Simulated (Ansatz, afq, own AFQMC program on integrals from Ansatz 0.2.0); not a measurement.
SiH₃, doublet: AFQMC among the cluster methods

```tsv
atom	x (Å)	y (Å)	z (Å)
Si	0.0002	-0.0001	-0.0891
H	2.8831	0.0297	0.8334
H	-1.4688	2.4852	0.8210
H	-1.4194	-2.5114	0.8282
```

Basis 6-31G. Only valence electrons are correlated. Integrals, coupled cluster, full CI and functionals: Ansatz 0.2.0; the random walks run on the same integrals in our own AFQMC program. The CISD trial takes its coefficients from CCSD amplitudes. Released means that phaseless walkers are propagated on without the constraint, phases kept. Uncertainties: one standard error, sampling alone.

Determinant: ROHF, the one that the program's search chose, which needn't be the lowest solution. The geometry is a point of a scan.

Full CI on the same integrals is exact in this basis and with this determinant's frozen core.

Cautions: a spin-contaminated unrestricted determinant lies lower (UHF 5.36 eV lower, ⟨S²⟩ 2.53); the search met a lower determinant of the same kind, perhaps of another symmetry (1.47 eV lower), and this one is a saddle point; strong correlation (T1 0.096, weight of the determinant 0.38, largest double 0.49); (T) is large, 9 % of the CCSD correlation; (Q) is large, 246 meV, so the cluster series hasn't closed; CCSD(T) is in doubt: in a space of 7 electrons in 8 natural orbitals full CI lies 856 meV above it; the CCSDT(Q) amplitudes may be one of several solutions (largest double 0.40); the CCSDTQ amplitudes may be one of several solutions (largest double 0.34); the released energies are still falling, so no released level is given (meV from the phaseless value at times in 1/Eh: -7 ± 13 at 0.24, -42 ± 8 at 0.51, -72 ± 7 at 0.99, -81 ± 8 at 1.62, -113 ± 9 at 2.40).

```
T1 diagnostic                               : 0.0957
weight of the determinant in the CISD state : 0.378
size of the correlated space                : 7 electrons in 14 orbitals
```

Reference: full CI, correlation energy -6.558 eV. The cautions show a poor starting determinant, so the rows tell how each method copes with it here, and full CI is the sure value.

```json
{"level": "HF", "E − E(reference) (kcal/mol)": "151.23", "share of correlation (%)": "0.00"}
{"level": "MP2", "E − E(reference) (kcal/mol)": "67.65", "share of correlation (%)": "55.27"}
{"level": "CCSD", "E − E(reference) (kcal/mol)": "-7.55", "share of correlation (%)": "104.99"}
{"level": "CCSD(T)", "E − E(reference) (kcal/mol)": "-21.10", "share of correlation (%)": "113.96"}
{"level": "CCSDT", "E − E(reference) (kcal/mol)": "-3.91", "share of correlation (%)": "102.59"}
{"level": "CCSDT(Q)", "E − E(reference) (kcal/mol)": "1.75", "share of correlation (%)": "98.84"}
{"level": "CCSDTQ", "E − E(reference) (kcal/mol)": "-0.04", "share of correlation (%)": "100.03"}
{"level": "ph-AFQMC/CISD", "E − E(reference) (kcal/mol)": "6.06 ± 0.19", "share of correlation (%)": "95.99"}
```

CCSDT and higher add their correlation energy to the determinant of the CCSD(T) run, since their own runs factorise the integrals more tightly (a shift of under 2 meV). A walk keeps the symmetry of its determinant, which the program's search chose and which needn't be the lowest solution, so a lower state of the same spin and another symmetry isn't excluded.
